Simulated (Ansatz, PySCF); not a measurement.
**Zinc-blende BP, lattice constant a**

Reference value: 4.525 Å (measured, static lattice: zero-point anharmonic expansion removed; as tabulated in Mejia-Rodriguez and Trickey (2018), arXiv:1807.09216).

| level (code) | value (Å) | error (%) |
|---|---|---|
| LDA (Ansatz) | 4.490 | -0.77 |
| PBE (Ansatz) | 4.548 | +0.51 |
| PBE-D3(BJ) (Ansatz) | 4.507 | -0.40 |
| r²SCAN-D4 (Ansatz) | 4.521 | -0.09 |
| MP2 (PySCF) | 4.487 ± 0.02 | -0.84 |

Of the ranked levels r²SCAN-D4 (-0.09 %) comes nearest. Once the reference is moved by up to 0.10 % (a margin picked here for doubts on the reference and the settings) and values within 0.10 % count as equal, the farthest can be MP2 (-0.84 %) or LDA (-0.77 %). Within 1 %: LDA, PBE, PBE-D3(BJ), r²SCAN-D4, MP2.

A ± on a computed value is a rough bar: the spread of its extrapolation, a floor set from checks against published values, or a statistical error. Cutoffs differ between the levels. Ansatz's density-functional and Hartree–Fock values are scalar-relativistic unless marked +SOC, with PAW data made under PBE.

Differences are worked out from the printed values.

Ansatz is a quantum-chemistry and plane-wave program.
